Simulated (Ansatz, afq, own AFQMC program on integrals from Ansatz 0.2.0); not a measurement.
## CH2Al, quartet in cc-pVDZ, levels against CCSDT(Q)

```
atom   x (Å)    y (Å)    z (Å)
  Al  0.0000  -0.0771   0.6748
   C  0.0000   0.0159  -1.4401
   H  0.0000   1.3190   1.4819
   H  0.0000   0.5548  -2.3858
```

Connectivity, by distances: AlH–CH.

Basis cc-pVDZ. Only valence electrons are correlated. AFQMC by an in-house program on the Cholesky factors that Ansatz 0.2.0 writes for its CCSD(T) run. The CISD trial takes its coefficients from CCSD amplitudes. Released means that phaseless walkers are propagated on without the constraint, phases kept. ± is one standard error of the sampling.

Determinant: UHF, the one that the program's search chose, which needn't be the lowest solution. The geometry is a point of a scan.

No full CI on the walks' own integrals is used here; CCSDT(Q) serves as the reference and is uncertain by about the last step of the cluster series.

Cautions: lower spins were not checked.

The T1 diagnostic is 0.0206 and the weight of the determinant in the CISD state is 0.905. The ⟨S²⟩ of the determinant is 3.779. The size of the correlated space is 9 electrons in 36 orbitals.

Reference: CCSDT(Q), correlation energy -4.547 eV. The released energy is read at 2.40 1/Eh (meV from the phaseless value at times in 1/Eh: 8 ± 10 at 0.24, 18 ± 8 at 0.51, 10 ± 10 at 0.99, 17 ± 8 at 1.62, 21 ± 9 at 2.40).

```json
{"level": "HF", "E − E(reference) (meV)": "4547.0", "share of correlation (%)": "0.00"}
{"level": "MP2", "E − E(reference) (meV)": "997.9", "share of correlation (%)": "78.05"}
{"level": "CCSD", "E − E(reference) (meV)": "140.5", "share of correlation (%)": "96.91"}
{"level": "CCSD(T)", "E − E(reference) (meV)": "35.6", "share of correlation (%)": "99.22"}
{"level": "CCSDT", "E − E(reference) (meV)": "6.4", "share of correlation (%)": "99.86"}
{"level": "ph-AFQMC/CISD", "E − E(reference) (meV)": "-8.7 ± 9.3", "share of correlation (%)": "100.19"}
{"level": "released AFQMC", "E − E(reference) (meV)": "12.2 ± 8.5", "share of correlation (%)": "99.73"}
```

A walk keeps the symmetry of its determinant, which the program's search chose and which needn't be the lowest solution, so a lower state of the same spin and another symmetry isn't excluded. Released energies are given only where the last usable release times agree within the noise; a slower fall can still hide under it.
